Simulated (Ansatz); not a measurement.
## Dissociation curves of [CH3]+ (SMILES [CH3+])

[CH3]+: 4 atoms, total charge +1, spin state singlet. As SMILES, `[CH3+]`. The shape is that of a GFN2-xTB optimisation.

```xyz
4

C     0.0004   -0.0004    0.0000
H     0.2720    0.6041    0.8822
H    -1.0017    0.1025   -0.4493
H     0.7293   -0.7062   -0.4329
```

The C1–H3 distance is scanned; the parts on either side stay rigid. Basis 3-21G, 1 core orbital frozen in the correlated methods; program Ansatz 0.2.0. FCI is exact within this basis and core. Energies in eV from each method's value at 1.103 Å; methods without a U are spin-restricted. The shape above is that at 1.103 Å.

```csv
distance (Å),HF,r2SCAN0,CAM-B3LYP,wB97X,B2PLYP,CCSDT(Q),FCI
1.103,0.00,0.00,0.00,0.00,0.00,0.00,0.00
1.379,0.98,0.87,0.84,0.85,0.85,0.79,0.79
1.655,2.43,2.20,2.16,2.20,2.16,1.99,1.99
2.206,5.04,4.54,4.49,4.61,4.38,3.95,3.95
2.757,6.82,6.00,6.01,6.22,5.69,4.91,4.91
```

Departure from the FCI curve at its largest: HF +1.91 eV at 2.76 Å; r2SCAN0 +1.09 eV at 2.76 Å; CAM-B3LYP +1.10 eV at 2.76 Å; wB97X +1.31 eV at 2.76 Å; B2PLYP +0.78 eV at 2.76 Å; CCSDT(Q) -0.01 eV at 2.76 Å. Restricted functionals keep the electrons paired too, and rise too high. Restricted Hartree–Fock keeps the electrons paired, so it rises far too high as the bond breaks.
